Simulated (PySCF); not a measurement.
**SiCl at PBE**

Level: PBE. Si def2-SVPD, Cl def2-SVPD; no relativity (PySCF 2.14).

- state: ²Π (doublet), unpaired electrons π ↑
- bond length: 2.119 Å
- harmonic wavenumber: 499 cm⁻¹
- force constant: 2.28 mdyn/Å
- rotational constant Be: 0.2417 cm⁻¹
- anharmonicity ωexe: 2.12 cm⁻¹
- vibration–rotation constant αe: 0.00151 cm⁻¹
- well depth De to Si + Cl: 4.53 eV
- dissociation energy D0: 4.49 eV
- bond order (Mayer): 1.17
- dipole moment (positive dipole means Si(−)Cl(+)): -0.99 D

The state was picked by a PBE0 search and need not be the measured ground state.
